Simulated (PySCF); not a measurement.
C₂H₆O, SMILES COC. Geometry: PBE0-D3(BJ)/def2-TZVP.

Method: PBE0-D3(BJ)/def2-TZVP run with PySCF.

Harmonic wavenumbers (cm⁻¹): 214, 248, 413, 978, 1134, 1164, 1195, 1227, 1271, 1454, 1475, 1484, 1484, 1491, 1511, 2977, 2988, 3028, 3034, 3134, 3136. Rotational constants (GHz): 39.47, 10.18, 9.014; symmetry number 2.

Problem. Work out the zero-point energy and the ideal-gas rigid-rotor harmonic-oscillator thermochemistry at 298.15 K and 1 atm.

Solution. ZPE = ½ Σ hcν = ½ × 35040 cm⁻¹ = 209.59 kJ/mol. H − E(el) = 223.39 kJ/mol. Entropy in J/(mol K): translation 156.51, rotation 86.33, vibration 21.14, total 263.99. G − E(el) = 144.68 kJ/mol. Cp = 62.33 J/(mol K).
